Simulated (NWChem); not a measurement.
**Correlation energy of HO**

SMILES: [OH]
```xyz
2

O      0.0000     0.0000     0.1085
H      0.0000     0.0000    -0.8679
```
Charge 0, spin multiplicity 2.

The numbers come from NWChem runs, not from measurements. The geometry was optimised at UPBE0/def2-SVP, a minimum by its harmonic frequencies.

Basis set: STO-3G. Each correlation energy counts from its own Hartree-Fock reference.

The correlated methods keep 1 core orbital frozen. The structure started from a generated list of species. The unpaired electrons of the parent sit in orbitals of symmetry b1 (C2v labels of the run); other states weren't searched. The stability of the SCF solutions was not checked. Open-shell Hartree-Fock references start from PBE0 orbitals. No row is a measurement; the coupled-cluster row has its own basis-set and correlation limits.

Question: One of these methods gave a correlation energy of -19.2 mHa. Which?
(A) UMP2
(B) CCSDT on ROHF
(C) SCS-UMP2

Answer: C, SCS-UMP2. The others give -26.0 (CCSDT on ROHF), -16.0 (UMP2).
